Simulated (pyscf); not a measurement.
H₂N–SiH(NH₂)–NH–SiH₃ + H₂ → H₂N–SiH(NH₂)–NH₂ + SiH₄, a four-centre exchange (singlet surface; N–Si, H–H broken, H–N, H–Si formed). Single points on ωB97X-D3(BJ)/def2-SVP structures (PySCF, gas phase). Energies in kcal/mol from the separated reactants.

GFN2-xTB: tblite. 

### Question
In single points GFN2-xTB puts the saddle at 36.2 kcal/mol and the reaction energy at +2.9 kcal/mol. Should these be trusted to within a few kcal/mol? Compare with ωB97M-D3(BJ)/def2-TZVP.

### Answer
ωB97M-D3(BJ)/def2-TZVP gives ΔE‡ = 49.3 kcal/mol and ΔE = +7.8 kcal/mol. GFN2-xTB lies 13.1 kcal/mol under it in the barrier and 4.8 kcal/mol under it in the reaction energy, so on this step it does not hold to within 3.0 kcal/mol. ωB97M-D3(BJ)/def2-TZVP has limits of its own. At the saddle there is also a short H–Si contact that neither side keeps. This is the saddle that the search found; another between the same sides may lie lower.
